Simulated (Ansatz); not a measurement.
An Ansatz input:

```yaml
crystal:
  lattice:
    - [2.1283567806, 1.2288073602, 8.5155463355]
    - [-2.1283567806, 1.2288073602, 8.5155463355]
    - [0.0, -2.4576147204, 8.5155463355]
  atoms:
    - { symbol: Sb, position: [0.1982491987, 0.1982491987, 0.1982491987] }
    - { symbol: Sb, position: [0.8017508013, 0.8017508013, 0.8017508013] }
hamiltonian:
  xc: blyp
  pseudopotentials:
    kind: paw
    azcp:
      Sb: "pseudopotentials/Sb.paw.azcp"
basis:
  ecutwfc: 420
  fft_grid_basis: typed
kpoints:
  mp_grid: { grid: [14, 14, 14], shift: [0, 0, 0] }
magnetization:
  spin_polarized: false
scf:
  occupations: { method: fermi_dirac, width: 0.1 }
```

and its output:

```
Engine: ansatz 0.2.0, x86_64-unknown-linux-gnu
Pseudopotentials: kind: paw
Pseudopotential: Sb, paw, valence charge 15, recommended cutoff 420 eV (normal) 
Functional definition: BLYP
  parameter beta = 0.0042
  parameter a = 0.04918
  parameter b = 0.132
  parameter c = 0.2533
  parameter d = 0.349
  exchange = b88_x(beta = beta)
  correlation = lyp_c(a = a, b = b, c = c, d = d)
Crystal: 2 atoms, lattice volume = 133.626 Å³
Basis set: ecut = 420 eV, 2585 PW (Γ), exchange–correlation on 120×120×120 points (8 copies of the dense FFT grid, shifted against one another)
Bands: 19, of which v1, the nominal top of the filled ones, is band 15 counted from 1 (14 counted from 0)
Symmetry: 12 space group operations
Space group: R-3m (ITA 166), of the structure as read, at distance tolerance 5.1e-5 Å
k-points: 288 of 2744
Non-local potential: Sb, projectors of the file, l = 0: 2, l = 1: 2, l = 2: 2, l = 3: 2
PAW form: soft (Blöchl's): semilocal exchange-correlation on the pseudo side does not see the compensation charge
PAW frozen core: Sb, regenerated for the run's functional, and the local potential with it (the file was generated under x = pbe(κ = 0.804, μ = 0.2195149727645171), c = pbe(β = 0.06672455060314922))
PAW one-centre angular grid: Sb, 590 points (default); XC on 64 Gauss nodes
Initial density: superposition of atomic densities (neutral atoms: chi_scale 0, normalization atom), corrected by the library's trained network
Initial wavefunctions: pseudopotential atomic-orbital guess
Functional: x = b88, c = lyp
SCF iter   1: F=—  HF=-13002.599751 eV  |F-HF|=—  |Δ(HF+E_count)|=         —  Δρ=3.06e-3  dr2=7.11e-3  ethr=1.77e-3  ⟨swp⟩=6.5  Hψ=29021  notcnv=0
SCF iter   2: F=—  HF=-13002.598011 eV  |F-HF|=—  |Δ(HF+E_count)|=   1.74e-3  Δρ=1.87e-3  dr2=2.48e-3  ethr=2.37e-5  ⟨swp⟩=2.4  Hψ=11091  notcnv=0
SCF iter   3: F=—  HF=-13002.598221 eV  |F-HF|=—  |Δ(HF+E_count)|=   2.10e-4  Δρ=6.69e-4  dr2=3.60e-4  ethr=8.25e-6  ⟨swp⟩=2.0  Hψ=10774  notcnv=0
SCF iter   4: F=—  HF=-13002.598027 eV  |F-HF|=—  |Δ(HF+E_count)|=   1.94e-4  Δρ=2.95e-4  dr2=8.96e-5  ethr=1.20e-6  ⟨swp⟩=2.1  Hψ=8352  notcnv=0
SCF iter   5: F=—  HF=-13002.597959 eV  |F-HF|=—  |Δ(HF+E_count)|=   6.80e-5  Δρ=1.46e-4  dr2=2.31e-5  ethr=2.99e-7  ⟨swp⟩=2.0  Hψ=9792  notcnv=0
SCF iter   6: F=—  HF=-13002.597951 eV  |F-HF|=—  |Δ(HF+E_count)|=   8.64e-6  Δρ=9.06e-5  dr2=7.50e-6  ethr=7.72e-8  ⟨swp⟩=2.0  Hψ=9792  notcnv=0
SCF iter   7: F=—  HF=-13002.597947 eV  |F-HF|=—  |Δ(HF+E_count)|=   3.53e-6  Δρ=4.49e-5  dr2=1.90e-6  ethr=2.50e-8  ⟨swp⟩=2.0  Hψ=9792  notcnv=0
SCF iter   8: F=-13002.597946 eV  HF=-13002.597946 eV  |F-HF|=1.26e-8  |Δ(HF+E_count)|=   1.14e-6  Δρ=3.32e-6  dr2=1.21e-8  ethr=3.33e-10  ⟨swp⟩=1.3  Hψ=16489  notcnv=0
SCF 1 converged in 8 iterations: F = -13002.597946 eV  dr2 = 1.21e-8
SCF converged after 8 iterations
Free energy (F): -13002.597946 eV
Harris-Foulkes:  -13002.597946 eV  (|F-HF|=1.26e-8)
Internal energy: -13002.597771 eV  (E = F + TS)
E sigma→0 (E₀):  -13002.597859 eV
Entropy (-TS):   -0.000175 eV (-0.088 meV/atom)
Fermi energy:    2.415676 eV
--- Per-component energies (eV) ---
  E_band       = -554.493534
  E_kinetic    = 413.563885
  E_local      = -6131.370826  (includes V_loc(G=0)·N_el)
  E_nonlocal   = 717.125871
  E_hartree    = 2806.755108
  E_xc         = -272.310402
  E_vxc        = -185.612598  (∫ρ·V_xc dr)
  E_paw        = -9186.043706  (= ΣΔE_a)
  E_vpaw       = -981.715671  (= ΣTr[D̂ρ^β])
  E_aug_tail   = -0.000003  (compensation charges beyond the density's cutoff)
  E_ewald      = -1350.175064
  E_core_change = -0.142634  (= ΣΔE_core)
  E_smearing   = -0.000175  (= −TS)
  E_closure    = -0.000000  (closes the sum)
  Σ components = -13002.597946   (vs F -13002.597946, Δ=0.00e0)
```
